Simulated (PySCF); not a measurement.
# ClH5OSi, a complex of two parts: interaction energy

Wanted: the interaction energy for `O[SiH3]` with `Cl`.

Computed with PySCF 2.14.0; each step states its level. No surroundings beyond the atoms listed, unless a continuum is named. Atoms count from 0, parts from 1.

## 1. The system as given

8 atoms, charge 0, multiplicity 1; geometry: GFN2-xTB. Parts: 1 = atoms 0–5, `O[SiH3]`, charge 0; 2 = atoms 6–7, `Cl`, charge 0.

## 2. Optimising the geometry at PBE0-D3(BJ)/def2-SVPD

The job: settings as JSON, then the geometry in Å.

```
{"job": {"xc": "PBE0", "basis": "def2-SVPD", "d3": "d3bj", "grid": 2, "kind": "geom", "shake": 0.01}, "charge": 0, "multiplicity": 1, "parts": [{"atoms": "0-5", "charge": 0, "multiplicity": 1}, {"atoms": "6-7", "charge": 0, "multiplicity": 1}]}
O      0.308903     1.032423     0.129308
Si     0.006674    -0.499881    -0.330442
H      0.749224     1.263097     0.914648
H     -0.710517    -0.281875    -1.552888
H      1.286961    -1.180570    -0.548810
H     -0.745248    -1.168059     0.721858
Cl    -0.656025     3.696584    -1.032980
H     -0.273661     2.543224    -0.608475
```

Started as:

```console
$ OMP_NUM_THREADS=1 python cluster_run.py task.json out
```

The driver reads the jobs from task.json and runs them one after another.

**Question.** The jobs that follow are: CCSD(T)/aug-cc-pVDZ and MP2/aug-cc-pVTZ counterpoise interaction energy, frozen core, gas phase. Predict: point group; rotational constants (main isotopes); interaction energy, CCSD(T) limit estimate; MP2/aug-cc-pVTZ; T1 diagnostic.

The runs gave:

| quantity | value |
| --- | --- |
| point group | C1 |
| rotational constants (main isotopes) | 25.99, 1.53, 1.47 GHz |
| interaction energy, CCSD(T) limit estimate | -5.32 kcal/mol |
| MP2/aug-cc-pVTZ | -5.77 kcal/mol |
| T1 diagnostic | 0.0108 |

Over 4 steps the energy fell by 0.181 eV; of the close pairs, O0–Si1 changed most, 1.628 to 1.695 Å. The interaction energy leaves out the deformation of the parts, 0.84 kcal/mol (MP2); added to the CCSD(T) estimate it gives a binding of about -4.47 kcal/mol. The estimate adds CCSD(T) less MP2 in the small basis (+0.71 kcal/mol) to extrapolated MP2. Hartree-Fock gives -2.95 against -5.32 kcal/mol.
